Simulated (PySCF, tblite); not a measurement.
**CH4BN, a complex of two parts as drawn: NMR shifts, interaction energy, infrared bands, spin-spin couplings and core binding energies**

An exercise on one series of results from a longer session: the logs are not shown, and one member is left open.

Computed with tblite 0.8.0 and PySCF 2.14.0; each step states its level. No surroundings beyond the atoms listed, unless a continuum is named. Atoms count from 0, parts from 1.

## The system as given

7 atoms, charge 0, multiplicity 1; geometry: rigid parts in contact. Parts: 1 = atoms 0–3, `B`, charge 0; 2 = atoms 4–6, `C#N`, charge 0.

The first run:

The job: settings as JSON, then the geometry in Å.

```
{"job": {"kind": "dock", "xc": "GFN2-xTB", "basis": "xTB"}, "charge": 0, "multiplicity": 1, "parts": [{"atoms": "0-3", "charge": 0, "multiplicity": 1}, {"atoms": "4-6", "charge": 0, "multiplicity": 1}]}
B      0.000134    -0.000094    -0.000257
H     -0.058293     1.162869    -0.008943
H     -0.976239    -0.632285    -0.059424
H      1.034398    -0.530490     0.068625
C      1.065091     0.266101    -2.428067
N      0.280932    -0.264244    -3.058985
H      1.794509     0.759607    -1.841195
```

Method: GFN2-xTB search for minima from random contacts, gas phase.

Started as:

```sh
> OMP_NUM_THREADS=1 python cluster_run.py task.json out
```

The driver reads the jobs from task.json and runs them one after another.

Among the steps run: Search for minima with GFN2-xTB; Relaxing the molecule at PBE0-D3(BJ)/def2-TZVPD; Shielding tensors: PBE0/pcSseg-2; Coupled-cluster interaction energy: CCSD(T) and MP2.

One of the session's tables, all rows but one given; the rest of the session is left out.

It belongs to the step «Coupled-cluster interaction energy: CCSD(T) and MP2». 

| method | interaction energy (kcal/mol) |
| --- | --- |
| HF/aug-cc-pVDZ | -16.89 |
| MP2/aug-cc-pVDZ | -28.97 |
| CCSD/aug-cc-pVDZ | -25.07 |
| CCSD(T)/aug-cc-pVDZ | -26.32 |
| HF/aug-cc-pVQZ | -19.08 |
| MP2/aug-cc-pVQZ | -33.94 |
| SCS-MP2/aug-cc-pVQZ | ? |
| MP2, extrapolated | -34.56 |
| CCSD(T), limit estimate | -31.91 |

Q: Estimate the row for SCS-MP2/aug-cc-pVQZ from the others.

The run gave: interaction energy (kcal/mol): -30.08. In the column «interaction energy (kcal/mol)» it lies between CCSD(T), limit estimate (-31.91) and MP2/aug-cc-pVDZ (-28.97).

At this geometry B0 and N5 of different parts are bonded (1.53 Å), so this energy is that of a chemical bond rather than of a weak contact.

Limits of these values: The interaction energy leaves out the deformation of the parts, 14.60 kcal/mol at MP2. So large a deformation means that a part is far from its own minimum, so a sum across the two methods would be rough.
